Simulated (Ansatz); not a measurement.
B₃H₂, relaxed as a doublet with UKS r2SCAN-D4/def2-TZVP in Ansatz, starting from the GFN2-xTB geometry. Force threshold 0.02 eV/Å.

Another isomer (doublet) lies 0.11 eV lower at PBE0-D4/def2-TZVP; other spin states weren't run for this one.

Start:

Cartesian coordinates in Å:
```
B -0.003 0.005 0.002
B -1.252 -0.761 0.273
B 1.250 0.764 -0.272
H -2.223 -1.360 0.480
H 2.227 1.352 -0.484
```

Task: Estimate the energy that the relaxation releases and the steps that it takes.

Result: 3.0 kJ/mol, in 3 steps; 44 s on 4 threads of Arm Neoverse N1 on a shared host. No frequencies were taken in this run, so the end may be a saddle point.

Task: Does the start keep its bonding and symmetry?

Result: By distances, no bond broke or formed. The bond that changes most is B1–B2, from 1.49 to 1.52 Å (atoms count from 1). Point group D∞h at the start, D∞h at the end, both within 0.05 Å.

Task: Predict the relaxed structure.

Result: 
```xyz
5

B    -0.002    0.004    0.002
B    -1.273   -0.774    0.277
B     1.272    0.776   -0.276
H    -2.260   -1.380    0.489
H     2.262    1.375   -0.492
```
Bond lengths: 2 × B–B 1.52 Å; 2 × B–H 1.18 Å.
